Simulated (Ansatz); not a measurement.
Geometry optimisation, RKS r2SCANh-D4/def2-mTZVP (Ansatz).

input.yaml

```yaml
crystal:
  periodic: [false, false, false]
  atoms:
    - { symbol: Al, position_ang: [-1.25158, 0.50467, -0.84493] }
    - { symbol: O, position_ang: [0.23812, 0.02356, -0.1065] }
    - { symbol: S, position_ang: [1.66285, -0.3702, 0.4674] }
    - { symbol: H, position_ang: [-1.85412, -0.5436, -1.76598] }
    - { symbol: H, position_ang: [-1.7165, 1.89015, -0.42554] }
    - { symbol: H, position_ang: [0.09614, -0.2433, 0.83622] }
    - { symbol: H, position_ang: [1.3796, -1.64068, 0.92945] }
total_charge: 1
basis:
  gaussian: { orbitals: def2-mTZVP }
hamiltonian:
  xc: r2scanh
  dispersion: d4
relax:
  f_tol: 0.02
  max_steps: 50
```

Run as:

```bash
$ ansatz run input.yaml --threads 2 --pin off --max-ram 3072MiB --backend cpu --events-out ev --progress --plain --runs-dir out
```

Question: Where does it end, and by what steps?

Answer: The run converged. Limits of this set-up: the dipole of an ion depends on the origin. After 11 steps the energy has fallen by 2.523 eV; H6 moved furthest, 1.03 Å. The start is strongly strained (largest force component 8 eV/Å), so its close contacts needn't be bonds. Parted: S3–H6.

```tsv
step	energy less start (eV)	largest force component (eV/Å)	accepted
0	0.0000	8.148	yes
1	-0.9679	4.398	yes
2	-1.7270	3.355	yes
3	-2.0080	2.503	yes
4	-2.2526	1.385	yes
5	-2.4089	0.475	yes
6	-2.4729	0.536	yes
7	-2.5163	0.174	yes
8	-2.5205	0.106	yes
9	-2.5206	0.118	yes
10	-2.5230	0.039	yes
11	-2.5233	0.008	yes
```

```xyz
7
Properties=species:S:1:pos:R:3
Al -1.278 0.433 -0.860
O 0.149 0.168 0.315
S 1.563 -0.833 0.030
H -1.150 -0.587 -2.024
H -2.099 1.589 -0.216
H 0.286 0.729 1.098
H 1.084 -1.879 0.748
```

Whether the end is a true minimum wasn't checked by a vibrational analysis.

Time of the run: 29 s on 2 threads of Arm Neoverse V1, with other jobs on the host, peak memory 0.16 GiB.
